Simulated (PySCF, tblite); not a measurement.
Isomers of [C4H10P]+ (charge +1), one GFN2-xTB conformer each. Single-point energies are computed at PBE0/pcSseg-1 (PySCF, gas phase, no added dispersion term), electronic only.

```
                SMILES  GFN2-xTB relative energy (kJ/mol)
C[C@@H]1[PH2+][C@@H]1C                               58.4
      CC[C@H]1C[PH2+]1                               70.1
     C[C@@H]1CC[PH2+]1                                0.0
```

Conformers: `[CH3:1][CH2:2][C@H:3]1[CH2:4][PH2+:5]1` (charge +1) with C1–C2–C3–C4 -57°; `[CH3:1][C@@H:2]1[CH2:3][CH2:4][PH2+:5]1` (charge +1) with C1–C2–C3–C4 -138°, C2–C3–C4–P5 17°, C3–C4–P5–C2 -14°, C1–C2–P5–C4 135°.

What does PBE0/pcSseg-1 give for the same structures?

```tsv
SMILES	PBE0/pcSseg-1 E (Eh)	PBE0/pcSseg-1 (kJ/mol)	GFN2-xTB (kJ/mol)	point group
C[C@@H]1CC[PH2+]1	-499.15486	0.0	0.0	C1
C[C@@H]1[PH2+][C@@H]1C	-499.13145	61.5	58.4	C1
CC[C@H]1C[PH2+]1	-499.12841	69.4	70.1	C1
```

Both levels put the same isomer lowest; measured from each level's own lowest isomer, the values differ by up to 3.1 kJ/mol (C[C@@H]1[PH2+][C@@H]1C: 58.4 against 61.5). As drawn, the lowest has a four-membered ring, which the highest lacks; the highest has a three-membered ring, which the lowest lacks. Neighbours under 21 kJ/mol apart (C[C@@H]1[PH2+][C@@H]1C and CC[C@H]1C[PH2+]1) can change places with a better method, another conformer or zero-point energy.

Which frontier levels and rotational constants go with these structures?

```tsv
SMILES	HOMO (eV, PBE0/pcSseg-1)	LUMO (eV)	A, B, C (MHz)
C[C@@H]1CC[PH2+]1	-14.20	-5.68	5914, 3589, 2511
C[C@@H]1[PH2+][C@@H]1C	-13.33	-7.07	4397, 3477, 2359
CC[C@H]1C[PH2+]1	-13.89	-5.90	6587, 2847, 2484
```

What happens when harmonic zero-point energies from GFN2-xTB frequencies are added?

```tsv
SMILES	ZPE (kJ/mol)	electronic (kJ/mol)	with ZPE (kJ/mol)
C[C@@H]1CC[PH2+]1	332.6	0.0	0.0
C[C@@H]1[PH2+][C@@H]1C	324.5	61.5	53.4
CC[C@H]1C[PH2+]1	329.6	69.4	66.4
```

The zero-point energies span 8.1 kJ/mol. The order is unchanged.
